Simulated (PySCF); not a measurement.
**Working out the ionisation energy of Al**

Al [Ne] 3s2 3p1 (2P) → Al⁺ [Ne] 3s2 (1S). Computed with PySCF 2.14 in aug-cc-pVTZ-DK, with scalar relativity by spin-free X2C-1e. Frozen: [Ne]. Energies in hartree (1 hartree = 27.21139 eV):

```
            part   Al (lower)  Al⁺ (upper)
             UHF  -242.314531  -242.109156
CCSD correlation    -0.051079    -0.039447
             (T)    -0.001175     0.000000
```

What does Hartree-Fock give?

(-242.109156) − (-242.314531) = 0.205375 hartree = 5.589 eV.

What do CCSD and CCSD(T) give?

The CCSD correlation energies differ by 0.011632 hartree = 0.317 eV and the triples by 0.001175 hartree = 0.032 eV, so CCSD gives 5.906 eV and CCSD(T) 5.938 eV.

Measured between the centres of the two terms (NIST): 5.977 eV, so CCSD(T) (valence) is off by -0.039 eV.

What remains against the reference includes basis incompleteness, the frozen core and higher excitations.
